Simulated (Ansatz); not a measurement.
**C₄H₆F₂: up Jacob's ladder to CCSD(T)**

One table from this session's results is given with a row withheld; the runs are named, their logs left out.

Computed with Ansatz 0.2.0, Gaussian basis. Level: functionals in def2-TZVPP, the program's frozen cores in correlated methods.

The runs, in order: LDA (SPW92), PBE-D4, revPBE-D4, BLYP-D4, r2SCAN-D4, B97M-V, PBE0-D4, B3LYP-D4, r2SCANh-D4, r2SCAN0-D4, HSE06-D4, BHLYP-D4, CAM-B3LYP-D4, LC-ωPBE, ωB97X-V, ωB97M-V, B2PLYP, PBE-QIDH; CCSD(T)/def2-SVP; CCSD(T)/def2-TZVPP; MP2/def2-QZVPP; extrapolation to the limit; RPA on PBE.

## The relaxed structure

An earlier PBE0-D4 in a triple-zeta def2 set relaxation fixed the geometry.

12 atoms, charge 0, spin multiplicity 1.

Atoms are counted from 1 here; the program's logs count them from 0.

Bond lengths: C1–C2 1.479 Å, C1–H7 1.089 Å, C1–H8 1.093 Å, C1–H9 1.093 Å, C2–F3 1.346 Å, C2–C4 1.325 Å, C4–C5 1.483 Å, C4–H10 1.084 Å, C5–F6 1.391 Å, C5–H11 1.091 Å, C5–H12 1.095 Å. Angles: C2–C1–H7 110.7°, C2–C1–H8 110.1°, C2–C1–H9 110.4°, H7–C1–H8 109.0°, H7–C1–H9 109.1°, H8–C1–H9 107.5°, C1–C2–F3 111.9°, C1–C2–C4 128.2°, F3–C2–C4 119.9°, C2–C4–C5 124.7°, C2–C4–H10 117.5°, C5–C4–H10 117.8°, C4–C5–F6 110.1°, C4–C5–H11 111.5°, C4–C5–H12 111.2°, F6–C5–H11 108.0°, F6–C5–H12 106.7°, H11–C5–H12 109.2°.

Coordinates:

```xyz
12
charge 0, multiplicity 1
C    -0.72564   -1.03934    1.50254
C    -0.48391   -0.35453    0.21413
F    -1.52919   -0.47947   -0.62531
C     0.59339    0.31714   -0.16696
C     0.75253    0.97796   -1.48452
F     0.94647    2.34463   -1.31305
H     0.12804   -0.91950    2.16772
H    -1.61528   -0.62686    1.98617
H    -0.90473   -2.10553    1.33949
H     1.41216    0.39244    0.53869
H    -0.12977    0.83851   -2.11102
H     1.63284    0.59937   -2.01387
```

Set-up of the first run:

File in.yaml:

```yaml
crystal:
  periodic: [false, false, false]
  atoms:
    - {symbol: C, position_ang: [-0.725638, -1.039341, 1.502538]}
    - {symbol: C, position_ang: [-0.483909, -0.354534, 0.214129]}
    - {symbol: F, position_ang: [-1.529194, -0.479470, -0.625313]}
    - {symbol: C, position_ang: [0.593387, 0.317138, -0.166962]}
    - {symbol: C, position_ang: [0.752531, 0.977959, -1.484524]}
    - {symbol: F, position_ang: [0.946465, 2.344625, -1.313046]}
    - {symbol: H, position_ang: [0.128038, -0.919503, 2.167716]}
    - {symbol: H, position_ang: [-1.615281, -0.626862, 1.986166]}
    - {symbol: H, position_ang: [-0.904733, -2.105531, 1.339492]}
    - {symbol: H, position_ang: [1.412165, 0.392440, 0.538691]}
    - {symbol: H, position_ang: [-0.129773, 0.838509, -2.111023]}
    - {symbol: H, position_ang: [1.632843, 0.599372, -2.013865]}
basis:
  gaussian: {orbitals: def2-TZVPP}
hamiltonian: {xc: lda}
output: {orbitals: {seedname: orbitals}}
```

On the command line:

```
$ ansatz run in.yaml --threads 4 --pin off --events-out ev --progress --plain --max-ram 10444MiB
```

Steps of the session up to this table: LDA; PBE-D4 (GGA); revPBE-D4 (GGA); BLYP-D4 (GGA); r2SCAN-D4 (meta-GGA); B97M-V (meta-GGA); PBE0-D4 (hybrid); B3LYP-D4 (hybrid); r2SCANh-D4 (hybrid); r2SCAN0-D4 (hybrid); HSE06-D4 (hybrid); BHLYP-D4 (hybrid); CAM-B3LYP-D4 (range-separated); LC-ωPBE (range-separated); ωB97X-V (range-separated); ωB97M-V (range-separated); B2PLYP (double hybrid); PBE-QIDH (double hybrid).

One of the session's tables, all rows but one given; the rest of the session is left out.

It belongs to the step «Frontier levels by functional». 

```
  functional  HOMO (eV)  gap (eV)
 LDA (SPW92)      -6.45      5.25
      PBE-D4      -6.27      5.32
   revPBE-D4      -6.20      5.34
     BLYP-D4      -6.15      5.31
   r2SCAN-D4      -6.49      5.78
      B97M-V      -6.54      5.89
     PBE0-D4      -7.50      7.57
    B3LYP-D4          ?         ?
  r2SCANh-D4      -6.96      6.62
  r2SCAN0-D4      -7.65      7.87
    HSE06-D4      -7.10      6.79
    BHLYP-D4      -8.61      9.80
CAM-B3LYP-D4      -8.87     10.07
     LC-ωPBE     -10.22     12.62
     ωB97X-V      -9.84     12.17
     ωB97M-V      -9.74     11.95
```

**Question.** Estimate the row for B3LYP-D4.

Worked estimate for «HOMO (eV)». Against the share of exact exchange, BLYP-D4 (0, -6.15), BHLYP-D4 (0.5, -8.61) give a slope of -4.92 per unit share; at 0.2 the line stands at -7.13.

**Answer.** HOMO (eV): -7.30; gap (eV): 7.11. In «HOMO (eV)» the line misses by +0.17.
